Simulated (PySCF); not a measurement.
Isomers of C4H12P2. The calculation used PBE0-D3(BJ)/def2-SVP geometry optimisation, gas phase (PySCF). One conformer each; no zero-point energy, no entropy. No frequencies were run at this level. Point groups hold within 0.08 Å.

Question: Order them by energy at this level, lowest first, and give relative energies in kcal/mol.
A. `[CH2:1]=[P@@:2]([CH3:3])([PH2:4])[CH2:5][CH3:6]` with C1–P2–P4–H -44° and 49°, C1–P2–C5–C6 180°
B. `[CH3:1][C:2]([CH3:3])([CH3:4])[PH:5][PH2:6]` with C2–P5–P6–H -158° and 109°

Answer: B (0.0), A (31.8).

```
         SMILES      E (Eh)  E rel (kcal/mol)  dipole (D)  point group     A, B, C (MHz)
     CC(C)(C)PP  -841.58806               0.0        0.74           C1  3421, 1432, 1323
C=[P@@](C)(P)CC  -841.53744              31.8        1.73           C1  2059, 2047, 1470
```

Q: How do the relative energies change in single points at PBE0/pcSseg-1 (no added dispersion term) on the same geometries?

A: 
| SMILES | PBE0-D3(BJ)/def2-SVP (kcal/mol) | PBE0/pcSseg-1 (kcal/mol) | shift |
| --- | --- | --- | --- |
| CC(C)(C)PP | 0.0 | 0.0 | 0.0 |
| C=[P@@](C)(P)CC | 31.8 | 30.4 | -1.4 |

Each column counts from its own lowest isomer. The order is unchanged; the largest shift is 1.4 kcal/mol.
